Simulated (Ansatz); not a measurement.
# SiH₂− (doublet): the correlation ladder at a displaced geometry (v2), aug-cc-pVDZ

How much of the correlation energy of SiH₂− (doublet) does each wave-function method recover here?

Program: Ansatz 0.2.0, Gaussian basis. Level of theory: aug-cc-pVDZ, core rule «outside noble gas», up to 5 orbitals frozen. These are calculated values, not measurements.

Plan: UHF; CCSD(T) on ROHF; CCSD(T) on UHF; BCCD(T) on ROHF; CISD; CCSDT(Q) on ROHF; CCSDT(Q) on UHF; CASSCF and MRCISD+Q, 7 electrons in 6 orbitals; CASSCF and NEVPT2, 7 electrons in 6 orbitals.

17 further runs of the same task are left out: 6 that didn't finish, 11 set aside as unsound or not needed.

## Step 1: The geometry

The geometry is a PBE0/def2-TZVPD stationary point (not a proven minimum) with its atoms shifted at random (size 0.100 Å).

3 atoms, charge -1, spin multiplicity 2.

Atoms are counted from 1 here; the program's logs count them from 0.

Bond lengths: Si1–H2 1.575 Å, Si1–H3 1.536 Å. Angles: H2–Si1–H3 92.2°.

## Step 2: UHF

Input file in.yaml:

```yaml
crystal:
  periodic: [false, false, false]
  atoms:
    - {symbol: Si, position_ang: [0.008476, -0.071735, -0.000503]}
    - {symbol: H, position_ang: [-0.156398, 1.015638, 1.126891]}
    - {symbol: H, position_ang: [-0.079778, 0.983215, -1.112889]}
basis:
  gaussian: {orbitals: aug-cc-pVDZ}
total_charge: -1
magnetization: {spin_polarized: true, initial_magnetization: 1}
hamiltonian: {xc: hf}
output: {orbitals: {seedname: orbitals}}
```

Started as:

```
$ ansatz run in.yaml --threads 1 --pin off --events-out ev --progress --plain --max-ram 2393MiB
```

The runs that follow: CCSD(T) on ROHF; CCSD(T) on UHF; BCCD(T) on ROHF; CISD; CCSDT(Q) on ROHF; CCSDT(Q) on UHF; CASSCF and MRCISD+Q, 7 electrons in 6 orbitals; CASSCF and NEVPT2, 7 electrons in 6 orbitals.

Before running them: what should the planned runs give, taken together? Wanted: UCCSDT(Q) below the RHF energy; RMP2 from UCCSDT(Q); UMP2 from UCCSDT(Q); RCCSD from UCCSDT(Q); RCCSD(T) from UCCSDT(Q); UCCSD(T) from UCCSDT(Q); RCCSDT(Q) from UCCSDT(Q); NEVPT2 valence from UCCSDT(Q); MRCISD+Q valence from UCCSDT(Q).

The runs gave:

| quantity | value |
| --- | --- |
| UCCSDT(Q) below the RHF energy | -3.8935 eV |
| RMP2 from UCCSDT(Q) | +84.1 kJ/mol |
| UMP2 from UCCSDT(Q) | +86.1 kJ/mol |
| RCCSD from UCCSDT(Q) | +14.3 kJ/mol |
| RCCSD(T) from UCCSDT(Q) | +3.0 kJ/mol |
| UCCSD(T) from UCCSDT(Q) | +3.0 kJ/mol |
| RCCSDT(Q) from UCCSDT(Q) | 0.0 kJ/mol |
| NEVPT2 valence from UCCSDT(Q) | +91.7 kJ/mol |
| MRCISD+Q valence from UCCSDT(Q) | +1.2 kJ/mol |
| levels within 1 kcal/mol (43 meV) | RCCSD(T), UCCSD(T), BCCD(T), RCCSDT, UCCSDT, RCCSDT(Q), MRCISD+Q valence |
| T1 diagnostic | 0.021 |
| effectively unpaired electrons | 1.01 |

In words: RCCSD(T) misses by +3.0 kJ/mol, 0.8 % of the correlation energy. One determinant dominates. Of the multireference levels listed MRCISD+Q valence comes nearest in total energy (+1.2 kJ/mol), which doesn't show that its space is the better one. These misses are within one basis, not against nature; the frozen cores of restricted and unrestricted runs differ, which can shift their rows.
